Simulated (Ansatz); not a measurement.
**Lattice constant a of some tetrahedrally bonded semiconductors and semimetals**

Method: PBE-D4 (plane waves, PAW; Ansatz, a first-principles code). References are measured values corrected to a static lattice or taken at low temperature (these still hold zero-point motion). The table is a random draw of 6 from 17 solids with such references.

Values in Å.

| solid | reference | PBE-D4 | error (%) |
|---|---|---|---|
| wurtzite AlN | 3.111¶ | 3.107 | -0.13 |
| wurtzite ZnO | 3.248 | 3.252 | +0.12 |
| 3C-SiC | 4.346* | 4.352 | +0.14 |
| diamond | 3.553* (3.543–3.555) | 3.557 | +0.11 |
| zinc-blende AlAs | 5.649* | 5.664 | +0.27 |
| zinc-blende InSb | 6.468* | 6.539 | +1.10 |

Over these 6 solids the mean error is +0.27 %, the mean absolute error 0.31 % (median 0.13 %), and the worst case zinc-blende InSb at +1.10 %; the value is above the reference in 5 of 6 cases. Over all 17, from unrounded values, the mean error is +0.25 % and the mean absolute error 0.49 % (median 0.38 %). Caveats on values not shown: the gap of the solid is closed in this run (2).

A star marks references brought to a static lattice; the others are low-temperature values that still hold zero-point motion, which matters most for light elements.

Spin–orbit coupling is left out, also for the solids with elements from indium on (zinc-blende InSb); its size isn't shown.

¶ marks references of a special kind: wurtzite AlN, 3.111 Å (measured, low temperature, extrapolated to low temperature; as tabulated in arXiv:1206.3780).

Brackets give the range of the sources taken for a reference, where it is wide; it can hold other temperatures.

Differences are worked out from the printed values.

Caveats: the gap of the solid is closed in this run (zinc-blende InSb). Ansatz's density-functional and Hartree–Fock values are scalar-relativistic unless marked +SOC, with PAW data made under PBE.

Ansatz's runs of these crystals have no spin polarisation.

Not in this set, of the tetrahedrally bonded semiconductors and semimetals with a reference value in our tables and a result at some level: 22 for a reference at room or unstated temperature; 2 for a high-temperature or high-pressure phase; 1 for a cell known from the COD alone. These can be a level's best or worst cases. At least 6 more with a reference value are held back for tests. Solids without a released value at any level aren't counted. Layered and molecular crystals are counted apart. The metals Ce to Yb are counted apart.

References as tabulated in Mejia-Rodriguez and Trickey (2018), arXiv:1807.09216; arXiv:1206.3780.
